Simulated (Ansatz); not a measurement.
A calculation with Ansatz (development build ahead of 0.2.0).

```yaml
crystal:
  periodic: [false, false, false]
  atoms:
    - { symbol: Al, position_ang: [0.0, 0.0, -1.01888] }
    - { symbol: Cl, position_ang: [0.0, 0.0, 1.01888] }
basis:
  gaussian: { orbitals: def2-SVP }
total_charge: 1
magnetization:
  initial_magnetization: 1
hamiltonian:
  xc: hf
correlation:
  method: ccsd_t
  frozen_orbitals: { Al: 5, Cl: 5 }
scf:
  omitted_lower_state_checks: [starts, atomic_configurations, cluster_reference, orbital_swaps, given_window_search, neighbouring_geometries, increment]
```

The input is written out in the form of the current development build from the run's settings. Correlation on restricted open-shell orbitals is semicanonical, with singles.

Results

```json
{"Converged": "yes", "Reference energy": "-700.95285 hartree", "Correlation energy": "-0.17674 hartree", "Total energy": "-701.12960 hartree", "Stability test": "minimum among restricted orbitals"}
```
